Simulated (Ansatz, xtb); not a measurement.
**C2H6O2+: where a starting geometry ends**

The starting geometry of this gas-phase doublet was built from a drawn formula by distance geometry and a force field; its bonds are those of `[CH2][C@H](O)[OH2+]`.

```xyz
10

C     0.4186    0.0795   -0.3033
C     1.5336    0.9090    0.0982
O     1.3126    1.4514    1.3564
O     1.6969    1.9795   -0.6958
H     0.4107   -0.4239   -1.2258
H    -0.4278   -0.0618    0.4082
H     2.4781    0.3193    0.1573
H     1.2231    0.7501    2.0535
H     2.3526    2.5945   -0.3021
H     0.8813    2.4214   -0.7229
```

Problem. Predict what it relaxes into with r2SCAN-D4/def2-SVP.

Solution. It loosens into C2H4O + H2O, which stay close as a complex (formulas without charges). Contacts that open: C2–O4 (1.34 → 2.34 Å).

The energy falls by 1.55 eV over 30 steps:

```json
{"step": "1", "E − E(last) (eV)": "1.550"}
{"step": "4", "E − E(last) (eV)": "0.666"}
{"step": "7", "E − E(last) (eV)": "0.225"}
{"step": "11", "E − E(last) (eV)": "0.110"}
{"step": "14", "E − E(last) (eV)": "0.096"}
{"step": "17", "E − E(last) (eV)": "0.089"}
{"step": "20", "E − E(last) (eV)": "0.080"}
{"step": "24", "E − E(last) (eV)": "0.006"}
{"step": "27", "E − E(last) (eV)": "0.001"}
{"step": "30", "E − E(last) (eV)": "0.000"}
```

Final geometry (Å):

```csv
atom,x (Å),y (Å),z (Å)
C,0.4103,-0.0116,-0.3495
C,1.3831,0.3760,0.5919
O,0.9935,0.8383,1.7317
O,1.7301,2.4021,-0.5207
H,0.7185,-0.4607,-1.2961
H,-0.6510,0.1387,-0.1269
H,2.4526,0.1988,0.4219
H,1.7346,1.0624,2.3269
H,2.1487,2.4825,-1.3940
H,0.9593,2.9926,-0.5615
```

From the same start GFN2-xTB reaches the same bonding as this run.

No frequencies were run, so the end isn't proven a minimum. Open shells are spin-unrestricted. Run with Ansatz 0.2.0, 110 s on 2 threads of Arm Neoverse V1, on a shared host.
